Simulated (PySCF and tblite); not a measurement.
The numbers below are computed, except where a source is named.
System: C4H11S (charge +1), numbered as in [CH3:1][CH2:2][S+:3]([CH3:4])[CH3:5].

Motion: rotation about the C2–S3 bond (torsion C1–C2–S3–C4 from 177° to 54°, falling). GFN2-xTB gives an electronic barrier of 2.1 kcal/mol and a reaction energy of 0.2 kcal/mol.

The ion is treated without a counter-ion.

(1) What does PBE0/pcSseg-1 + D3(BJ) give on PBE0-D3(BJ)/def2-SVP geometries?

(2) And the level of the geometries itself, PBE0-D3(BJ)/def2-SVP?

Programs: tblite and PySCF.

## Answers

(1) A barrier of 3.2 kcal/mol, 1.0 above the tight-binding barrier (from unrounded values), a reaction energy of 0.1 kcal/mol and, with GFN2-xTB thermal terms, ΔG‡(298 K) = 4.1 kcal/mol and k = 5.8×10⁹ s⁻¹ (1 equivalent path).

(2) 3.3 kcal/mol.
